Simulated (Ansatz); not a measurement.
# HCl+ (doublet): geometry and frequencies at several levels

One table from this session's results is given with a row withheld; the runs are named, their logs left out.

Program: Ansatz 0.2.0. Level of theory: the levels named in each step. These are calculated values, not measurements.

## Starting point

Bond lengths: Cl1–H2 1.331 Å.

Structure file:

```xyz
2

Cl    0.0000    0.0000    0.0000
H     0.0000    0.0000    1.3314
```

Set-up of the first run:

Contents of input.yaml:

```yaml
crystal:
  periodic: [false, false, false]
  atoms:
    - { symbol: Cl, position_ang: [0.0, 0.0, 0.00563782] }
    - { symbol: H, position_ang: [0.0, 0.0, 1.32578218] }
magnetization:
  spin_polarized: true
  initial_magnetization: 1
total_charge: 1
basis:
  gaussian: { orbitals: def2-TZVPP }
hamiltonian:
  xc: pbe0
  dispersion: d4
phonons: {}
```

Launch:

```
ansatz run input.yaml --threads 1 --pin off --max-ram 2560MiB --backend cpu --events-out ev --progress --plain --runs-dir out
```

Steps of the session up to this table: Frequencies, PBE0-D4/def2-TZVPP; Relaxation, PBE-D4/def2-TZVPP; Frequencies, PBE-D4/def2-TZVPP; Relaxation, r2SCAN-D4/def2-TZVPP; Frequencies, r2SCAN-D4/def2-TZVPP; Relaxation, B3LYP-D4/def2-TZVPP; Frequencies, B3LYP-D4/def2-TZVPP; Relaxation, B2PLYP/def2-TZVPP; Frequencies, B2PLYP/def2-TZVPP.

One table of the session follows, with a row left open; its other results are not shown here.

It belongs to the step «Geometries side by side». 

```
               level  Cl1–H2 (Å)  rotational constants (MHz)  highest frequency (cm⁻¹)
  PBE0-D4/def2-TZVPP      1.3201                      296030                      2670
   PBE-D4/def2-TZVPP      1.3326                      290520                      2571
r2SCAN-D4/def2-TZVPP      1.3210                      295620                      2648
 B3LYP-D4/def2-TZVPP      1.3233                      294610                      2624
   B2PLYP/def2-TZVPP           ?                           ?                         ?
```

Q: Estimate the row for B2PLYP/def2-TZVPP from the others.

**Answer.** Cl1–H2 (Å): 1.3165; rotational constants (MHz): 297690; highest frequency (cm⁻¹): 2679. In the column «Cl1–H2 (Å)» it is the lowest.
